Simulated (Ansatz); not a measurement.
System (SMILES): F[CH]F, doublet.
Atoms: C1, F2, F3, H4. Bonds: C1-F2, C1-F3, C1-H4.

Basis-set convergence of the highest harmonic wavenumber at PBE with Ansatz (a program for electronic structure). Each level at its own minimum, finite differences of forces, unscaled; the reference is a large set that could be run, not a limit. Cartesian d functions, on some or all atoms, in 6-31G*, 6-31+G*; all else is spherical. Open shells are unrestricted. No added dispersion term, no relativity. Reference: the value in aug-pcseg-2, 3030 cm⁻¹, itself unsure by roughly 2 cm⁻¹ (its mean distance from aug-cc-pVTZ, def2-TZVPPD). Deviations are taken from unrounded values.

| basis | functions | highest harmonic wavenumber (cm⁻¹) |
|---|---|---|
| 6-31G* | 47 | 3024 |
| 6-31+G* | 59 | 3058 |
| cc-pVDZ | 47 | 3002 |
| aug-cc-pVDZ | 78 | 3041 |
| def2-SVP | 47 | 3020 |
| def2-SVPD | 74 | 3049 |
| pcseg-1 | 47 | 3035 |
| aug-pcseg-1 | 78 | 3041 |
| 6-311G** | 60 | 3021 |
| 6-311+G** | 72 | 3038 |
| def2-TZVP | 99 | 3023 |
| def2-TZVPD | 126 | 3029 |
| cc-pVTZ | 104 | 3017 |
| aug-cc-pVTZ | 161 | 3027 |
| pcseg-2 | 104 | 3027 |
| aug-pcseg-2 | 161 | 3030 |
| def2-TZVPP | 107 | 3024 |
| def2-TZVPPD | 134 | 3030 |

What the diffuse functions change, pair by pair:
- 6-31G* to 6-31+G*: 12 more functions, deviation -6 to 28 cm⁻¹
- cc-pVDZ to aug-cc-pVDZ: 31 more functions, deviation -29 to 11 cm⁻¹
- def2-SVP to def2-SVPD: 27 more functions, deviation -11 to 19 cm⁻¹
- pcseg-1 to aug-pcseg-1: 31 more functions, deviation 5 to 11 cm⁻¹
- 6-311G** to 6-311+G**: 12 more functions, deviation -9 to 8 cm⁻¹
- def2-TZVP to def2-TZVPD: 27 more functions, deviation -7 to -1 cm⁻¹
- cc-pVTZ to aug-cc-pVTZ: 57 more functions, deviation -13 to -3 cm⁻¹
- pcseg-2 to aug-pcseg-2: 57 more functions, deviation -3 to 0 cm⁻¹
- def2-TZVPP to def2-TZVPPD: 27 more functions, deviation -7 to 0 cm⁻¹

Leaving out the reference's own pair, they bring the value nearer the reference by more than 2 cm⁻¹ in 4 of 8 pairs.
